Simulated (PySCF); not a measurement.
Ligands exchanged one at a time, Al Cl-Br. All species are isolated molecules in the gas phase. Strings in code marks are SMILES.

Quantity: redistribution energy (mixed species minus the weighted end members), in kcal/mol.

Level 1: B3LYP/3-21G // B3LYP-D3(BJ)/def2-TZVP (PySCF)
Level 2: BP86/6-31G* // B3LYP-D3(BJ)/def2-TZVP (PySCF)
Level 3: PBE/6-31G* // B3LYP-D3(BJ)/def2-TZVP (PySCF)
Level 4: HF/STO-3G // B3LYP-D3(BJ)/def2-TZVP (PySCF)

```csv
species,level 1,level 2,level 3,level 4
1 of 3 Cl replaced by Br: `[Al]([Cl])([Br])[Cl]`,-0.23,0.02,0.02,-0.60
2 of 3 Cl replaced by Br: `[Cl][Al]([Br])[Br]`,-0.21,0.02,0.02,-0.59
```
